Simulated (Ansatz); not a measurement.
Input file:

```yaml
crystal:
  periodic: [false, false, false]
  atoms:
    - {symbol: Ga, position_ang: [0.000000, 0.000000, 2.408862]}
    - {symbol: Be, position_ang: [0.000000, 0.000000, -0.437746]}
    - {symbol: H, position_ang: [0.000000, 0.000000, -1.971116]}
basis:
  gaussian: {orbitals: cc-pVDZ}
magnetization: {spin_polarized: false}
hamiltonian: {pseudopotentials: {relativity: scalar}}
correlation: {method: sc_nevpt2, electrons: outside_noble_gas}
```

```sh
$ ansatz run in.yaml --threads 1 --pin off --events-out ev --progress --plain --max-ram 2393MiB
```

Q: One thing in this input was set wrong on purpose, beside settings that are merely unusual. What is the gravest fault, and what does the program do?

A: Method needs an active space. How the run ends: refused.
```
Error: this correlation method needs an active space: name one as the reference
```
